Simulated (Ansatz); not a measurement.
Relaxation of CH₃BS (6 atoms, charge 0, multiplicity 1), to a largest force component of 0.02 eV/Å in at most 50 steps.

Method: Ansatz 0.2.0, UKS LDA/def2-SVP.

```xyz
6
Properties=species:S:1:pos:R:3
B -0.662 -0.180 -0.471
C 0.538 0.283 0.392
S 1.621 -0.740 1.065
H -0.805 -1.318 -0.679
H -1.404 0.615 -0.898
H 0.712 1.340 0.591
```

Problem. Where does it end, and by what steps?

Solution. It converged. After 16 steps the energy has fallen by 0.729 eV; H5 moved furthest, 1.04 Å. Joined: B1–S3.

```json
{"step": "0", "energy less start (eV)": "0.0000", "largest force component (eV/Å)": "1.288", "accepted": "yes"}
{"step": "1", "energy less start (eV)": "-0.0757", "largest force component (eV/Å)": "0.361", "accepted": "yes"}
{"step": "2", "energy less start (eV)": "-0.0698", "largest force component (eV/Å)": "0.381", "accepted": "no"}
{"step": "3", "energy less start (eV)": "-0.0857", "largest force component (eV/Å)": "0.086", "accepted": "yes"}
{"step": "4", "energy less start (eV)": "-0.0998", "largest force component (eV/Å)": "0.125", "accepted": "yes"}
{"step": "5", "energy less start (eV)": "-0.1474", "largest force component (eV/Å)": "0.291", "accepted": "yes"}
{"step": "6", "energy less start (eV)": "-0.1832", "largest force component (eV/Å)": "0.321", "accepted": "yes"}
{"step": "7", "energy less start (eV)": "-0.2275", "largest force component (eV/Å)": "0.348", "accepted": "yes"}
{"step": "8", "energy less start (eV)": "-0.2773", "largest force component (eV/Å)": "0.375", "accepted": "yes"}
{"step": "9", "energy less start (eV)": "-0.4094", "largest force component (eV/Å)": "0.598", "accepted": "yes"}
{"step": "10", "energy less start (eV)": "-0.5375", "largest force component (eV/Å)": "1.076", "accepted": "yes"}
{"step": "11", "energy less start (eV)": "-0.6092", "largest force component (eV/Å)": "1.337", "accepted": "yes"}
{"step": "12", "energy less start (eV)": "-0.7144", "largest force component (eV/Å)": "0.582", "accepted": "yes"}
{"step": "13", "energy less start (eV)": "-0.7267", "largest force component (eV/Å)": "0.136", "accepted": "yes"}
{"step": "14", "energy less start (eV)": "-0.7272", "largest force component (eV/Å)": "0.263", "accepted": "yes"}
{"step": "15", "energy less start (eV)": "-0.7277", "largest force component (eV/Å)": "0.174", "accepted": "yes"}
{"step": "16", "energy less start (eV)": "-0.7292", "largest force component (eV/Å)": "0.006", "accepted": "yes"}
```

```xyz
6
Properties=species:S:1:pos:R:3
B -0.564 -0.252 -0.338
C 0.646 0.496 0.187
S 0.684 -0.654 1.350
H -0.422 -1.063 -1.242
H -1.684 0.122 -0.025
H 1.340 1.351 0.068
```

Whether the end is a true minimum wasn't checked by a vibrational analysis.

Time of the run: 26 s on 1 CPU thread of a shared host.
